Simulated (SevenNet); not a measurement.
## Anatase TiO2 (metastable phase)

Calculation: the machine-learned potential SevenNet-0 (trained on PBE and PBE+U data).

Cell (relaxed at this level):

```
TiO2
1.0
   -1.90538     1.90538     4.85052
    1.90538    -1.90538     4.85052
    1.90538     1.90538    -4.85052
Ti O
2 4
Cartesian
  0.00000   1.90538   2.42526
  0.00000   0.00000   0.00000
  0.00000   1.90538   0.42317
  0.00000   0.00000   7.69894
  0.00000   0.00000   2.00209
  0.00000   1.90538   4.42735
```

* **equilibrium lattice constant a**: 3.811 Å
* **lattice parameter c**: 9.701 Å

Measured, for comparison: lattice constant a 3.784 Å, lattice parameter c 9.514 Å (room temperature, no zero-point or thermal correction; as tabulated in Horn, Schwerdtfeger, Meagher, Refinement of the structure of anatase at several …). Computed (rounded) less measured: lattice constant a +0.7 %, lattice parameter c +2.0 %.

A machine-learned potential is trained on density-functional data: it inherits that level's misses and adds fitting errors of its own.
